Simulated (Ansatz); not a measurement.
Working through a rigid scan of one bond angle of CH3NO2, SMILES N=C(O)O

Program: Ansatz 0.2.0, Python API.

Notebook, run cell by cell (the value of a cell's last expression is shown):

```python
import ansatz as az
from ase import Atoms
```

```python
atoms = Atoms(['N', 'C', 'O', 'O', 'H', 'H', 'H'], positions=[
    [-0.6034, 0.7014, 0.523],
    [0.1542, -0.1265, 0.0566],
    [1.0814, -0.6412, 0.8017],
    [0.2303, -0.5973, -1.1825],
    [-1.3149, 1.025, -0.2251],
    [1.0339, -0.215, 1.6884],
    [-0.5202, -0.2144, -1.7077],
])
```

```python
first = (
    az.Crystal.molecule_from_ase(atoms).calculation()
    .basis(gaussian='def2-SVP')
    .scf(lower_state_search='standard')
    .functional('pbe0')
    .relax(force_tolerance=0.02, max_steps=80)
)
atoms.positions = first.run(threads=1, pin='off').report['positions_ang']
```

    

```python
rows = []
for angle in [85, 95, 105, 115, 125, 140, 160]:
    bent = atoms.copy()
    bent.set_angle(1, 3, 6, angle, indices=[6])
    calculation = az.Crystal.molecule_from_ase(bent).calculation()
    calculation = calculation.basis(gaussian='def2-SVP').correlation('mp2', electrons='valence')
    calculation = calculation.scf(lower_state_search='standard')
    rows.append((angle, calculation.run(threads=1, pin='off').report['free_energy_ev']))
floor = min(e for _, e in rows)
for angle, e in rows:
    print(f'angle C1-O3-H6 = {angle:3d} deg   {1000 * (e - floor):9.1f} meV')
```

    angle C1-O3-H6 =  85 deg       473.0 meV
    angle C1-O3-H6 =  95 deg       138.7 meV
    angle C1-O3-H6 = 105 deg         0.0 meV
    angle C1-O3-H6 = 115 deg        22.4 meV
    angle C1-O3-H6 = 125 deg       170.1 meV
    angle C1-O3-H6 = 140 deg       540.0 meV
    angle C1-O3-H6 = 160 deg      1067.4 meV

Reading the output:
- The settings weren't tested for convergence.
- The scan is rigid, and the energies are electronic, in a modest basis. The zero is the lowest point of the grid, which needn't be the minimum.
- The start is relaxed with a density functional and scanned with the wavefunction method, so it isn't exactly that method's minimum.
- The whole script took 16 s on 1 thread of Arm Neoverse V2 (shared host), peak memory 0.22 GiB.

(Lines on the test bed's own set-up are left out of the output.)
